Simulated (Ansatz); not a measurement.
BClH₃N, SMILES NBCl, the energy of protonation at one site

Computed with the Ansatz DFT code, driven from Python.

At the Python prompt:
```pycon
>>> import ansatz
>>> from ase import Atoms
>>> import numpy as np
>>> atoms = Atoms(["N", "B", "Cl", "H", "H", "H"], positions=[
...     (-0.7061, -0.0559, -0.5348),
...     (0.3324, -0.1389, 0.5053),
...     (0.4766, 1.156, 1.7972),
...     (-0.5807, -0.8133, -1.1986),
...     (-0.5421, 0.8412, -1.1196),
...     (1.0621, -1.0531, 0.5044),
... ])
>>> bclh3n = ansatz.Crystal.molecule_from_ase(atoms)
>>> calculation = (
...     bclh3n.calculation()
...     .basis(gaussian="def2-SVP")
...     .functional("b3lyp")
...     .scf(lower_state_search="light")
... )
>>> symbols = [site.symbol for site in bclh3n.cartesian_sites]
>>> start = np.array([site.position_ang for site in bclh3n.cartesian_sites], dtype=float)
>>> data = calculation.relax(force_tolerance=0.01).run(threads=1).report

>>> end = np.array(data["positions_ang"])
>>> away = sum((end[0] - end[j]) / np.linalg.norm(end[0] - end[j]) for j in [1, 3, 4]) + np.array([0.15, 0.1, -0.2])
>>> proton = end[0] + 1.0 * away / np.linalg.norm(away)
>>> acid = ansatz.Crystal.molecule()
>>> for symbol, place in zip(symbols, end):
...     acid = acid.atom(symbol, place.tolist())
...
>>> acid = acid.atom("H", proton.tolist())
>>> protonated = acid.calculation()
>>> protonated = protonated.basis(gaussian="def2-SVP")
>>> protonated = protonated.functional("b3lyp").scf(lower_state_search="light")
>>> protonated = protonated.charge(1)
>>> protonated = protonated.relax(force_tolerance=0.01, max_steps=80)
>>> after = protonated.run(threads=1).report
>>> xyz = np.array(after["positions_ang"])
>>> reach = np.linalg.norm(xyz[:-1] - xyz[-1], axis=1)
>>> print(f"base {data['free_energy_ev']:.5f} eV, protonated {after['free_energy_ev']:.5f} eV")
base -14735.16844 eV, protonated -14743.45915 eV
>>> print(f"the proton ends {reach.min():.3f} A from {symbols[reach.argmin()]}{reach.argmin()}")
the proton ends 1.034 A from N0
>>> print(f"electronic proton affinity {(data['free_energy_ev'] - after['free_energy_ev']):.3f} eV")
electronic proton affinity 8.291 eV
```

Caveats:
- These settings explore the input space; basis and method may be short of convergence.
- The proton is put on one chosen atom, which needn't be the most basic site, so the molecule's proton affinity can be higher; the ends are stationary points, not checked by frequencies, and zero-point and thermal terms count only where printed.
- b3lyp holds the VWN-RPA fit, as in Gaussian; the form of ORCA and Turbomole is b3lyp5.
- The whole script took 18 s on 1 thread of Intel(R) Xeon(R) 6975P-C (Granite Rapids) (shared host), peak memory 0.22 GiB.

(Lines on the test bed's own set-up are left out of the output.)
